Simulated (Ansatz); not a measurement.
Relaxation of H$_{3}$O (4 atoms, charge 1, multiplicity 1), to a largest force component of 0.015 eV/Å in at most 40 steps.

Level of theory: RKS PBE0-D4/def2-TZVP (Ansatz).

```xyz
4
Properties=species:S:1:pos:R:3
O 0.196 -0.061 -0.057
H 0.214 0.919 0.016
H -0.413 -0.367 -0.766
H 0.003 -0.492 0.806
```

Task: Where does it end, and by what steps?

Result: The forces met the threshold. Limits of this set-up: the dipole of an ion depends on the origin. After 2 steps the energy has fallen by 0.003 eV; O1 moved furthest, 0.02 Å.

| step | energy less start (eV) | largest force component (eV/Å) | accepted |
| --- | --- | --- | --- |
| 0 | 0.0000 | 0.255 | yes |
| 1 | -0.0018 | 0.130 | yes |
| 2 | -0.0026 | 0.006 | yes |

```xyz
4
Properties=species:S:1:pos:R:3
O 0.181 -0.056 -0.052
H 0.219 0.919 0.015
H -0.409 -0.368 -0.768
H 0.008 -0.494 0.805
```

Whether the end is a true minimum wasn't checked by a vibrational analysis.

Time of the run: 1.7 s on 1 thread of Arm Neoverse V1 (shared host), peak memory 0.08 GiB.
